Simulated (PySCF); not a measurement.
Does the answer move with the share of exact exchange?

Compound: CFCl3.
InChI=1S/CCl3F/c2-1(3,4)5

PySCF, aug-cc-pVDZ basis, density fitting, gas phase, GFN2-xTB geometry. One functional is left out:

```csv
functional,exact exchange (%),HOMO energy (eV),LUMO energy (eV),dipole moment (D)
HCTH407,0,-7.98,-2.60,0.287
OLYP,0,-7.64,-2.32,0.282
revPBE,0,-7.69,-2.38,0.266
B97-2,21,-8.94,-1.52,0.346
BHandHLYP,50,-10.52,-0.37,0.454
```

Task: Predict the row of mPW1PW91 (25 % exact exchange) by straight lines through the other rows, and check it.

Result: 
```json
{"property": "HOMO energy (eV)", "line": "-9.15", "computed": "-9.23", "computed − line": "-0.08", "B97-2 (21 %), for comparison": "-8.94"}
{"property": "LUMO energy (eV)", "line": "-1.39", "computed": "-1.46", "computed − line": "-0.07", "B97-2 (21 %), for comparison": "-1.52"}
{"property": "dipole moment (D)", "line": "0.365", "computed": "0.365", "computed − line": "0.000", "B97-2 (21 %), for comparison": "0.346"}
```
